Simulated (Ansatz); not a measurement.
Ansatz (a first-principles code) input (PBE0/def2-TZVP):

Ansatz 0.2 input:
```yaml
crystal:
  periodic: [false, false, false]
  atoms:
    - {symbol: N, position_ang: [0.00264570, 0.14563947, 0.02144324]}
    - {symbol: H, position_ang: [-0.80461872, -0.49692176, -0.06396564]}
    - {symbol: H, position_ang: [0.78609879, -0.52255452, -0.08613707]}
basis:
  gaussian:
    orbitals: def2-TZVP
hamiltonian:
  xc: {name: PBE0}
total_charge: -1
```

End of the output:

```
integrals: 0.00 GiB planned
243 factors; their error is unknown
mean field: 0.07 GiB planned
mean field evaluation 1: about -1519.2630 eV, gradient 5.5e0 eV
mean field evaluation 2: about -1519.2927 eV, gradient 4.5e0 eV
mean field evaluation 4: about -1519.3345 eV, gradient 2.8e-1 eV
mean field evaluation 8: about -1519.3360 eV, gradient 3.1e-3 eV
mean field -1519.33600968 eV, -55.8345685129 hartree, gradient 1.1e-5 eV, S^2 0.000000; 0 other end points of the search recorded, 0 dependent functions left out
reference -1519.33602619 eV, -55.8345691194 hartree; 5, 5 occupied and 38, 38 virtual orbitals, 243 factors
Total energy: -1519.33602619 eV, -55.8345691194 hartree
```
